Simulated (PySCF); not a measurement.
Compound: C4H8Cl (doublet state).
Z-matrix (Å and degrees, GFN2-xTB geometry), rows numbered from 1:
```
C 
C   1  1.4293
C   2  1.5154  1  115.25
C   2  1.5155  1  115.24  3  -134.84
Cl  2  1.9519  1  102.91  3   112.57
H   1  1.0739  2  120.48  3   -28.71
H   1  1.0739  2  120.49  3   163.46
H   3  1.0866  2  110.79  1    49.44
H   3  1.0867  2  110.72  1   170.28
H   3  1.0891  2  109.03  1   -70.21
H   4  1.0867  2  110.72  1  -170.34
H   4  1.0867  2  110.78  1   -49.50
H   4  1.0892  2  109.03  1    70.16
```

The hyperfine couplings belong to this conformer and change with its torsions.

Identity: `[CH2]C(C)(C)Cl` [radical].

Method used: PySCF, UKS B3LYP, pcH-1 on C Cl H, non-relativistic, mean-field spin-orbit, GIAO. Isolated species at its GFN2-xTB geometry, gas phase. A GFN2-xTB geometry isn't a minimum of the functional, and hyperfine couplings can be far from their values at a DFT geometry. The SCF solution wasn't tested for stability.

Principal values of hyperfine tensors in MHz (contact, dipolar and spin–orbit terms together), for some of the nuclei:

```tsv
atom	isotope	A1	A2	A3	alike by the symmetry of this geometry
H7	1H	-90.16	-56.31	-17.92	H6
Cl5	35Cl	11.65	13.24	127.62	none
C3	13C	6.65	7.32	10.79	C4
H9	1H	2.51	3.19	7.41	H11
C2	13C	-7.93	-2.13	2.71	none
H8	1H	-4.77	-3.84	3.70	H12
H10	1H	-3.65	-2.27	5.66	H13
```

(1) Split each tensor into its isotropic and traceless parts, and turn a_iso into mT with g = 2.0039.

(2) What spin density at the nucleus of Cl5 lies behind its contact coupling (g_N = 0.54792)?

(3) C1 (13C, g_N = 1.40482) isn't in the table. Its spin density at the nucleus is 0.07075 bohr⁻³. What is its contact coupling?

(4) Which nucleus of the table has the largest anisotropic coupling, and what is its form?

(5) What first-order splitting does Cl5 cause when the field lies along A1, A2 or A3 of its tensor (g taken as isotropic, no quadrupole term)?

## Answers

(1) a_iso is a third of the trace, T = A − a_iso, and a(mT) = a(MHz)/(g × 13.996). The tensors hold a spin–orbit part: the run splits a_iso into a_FC + a_SO, and T includes its anisotropic share.

```
atom  a_iso (MHz)    a_FC   a_SO  a_iso (mT)      T1      T2     T3
  H7       -54.80  -54.80   0.01      -1.954  -35.36   -1.51  36.88
 Cl5        50.83   49.40   1.43       1.812  -39.19  -37.59  76.78
  C3         8.25    8.27  -0.01       0.294   -1.60   -0.94   2.54
  H9         4.37    4.37   0.00       0.156   -1.86   -1.18   3.05
  C2        -2.45   -2.38  -0.07      -0.087   -5.48    0.32   5.16
  H8        -1.64   -1.63  -0.01      -0.058   -3.13   -2.20   5.33
 H10        -0.09   -0.09   0.00      -0.003   -3.56   -2.18   5.74
```

(2) a_FC = 800.24 MHz bohr³ × g_N × ρ(0)/(2S). With a_FC = 49.40 MHz and 2S = 1, ρ(0) = 0.1127 bohr⁻³.

(3) By the same relation, a_FC = 79.5 MHz. The spin–orbit term adds -0.11 MHz. Its full tensor has the principal values 4.02, 5.04, 229.20 MHz.

(4) Cl5: -39.2, -37.6, 76.8 MHz (the dipolar term alone has -40.3, -38.0, 78.3), nearly axial, close to the ratio −1:−1:+2.

(5) 4 lines (I = 3/2), spaced by |A_i|/(g × 13.996): 0.42, 0.47, 4.55 mT along the axes of A1, A2 and A3.
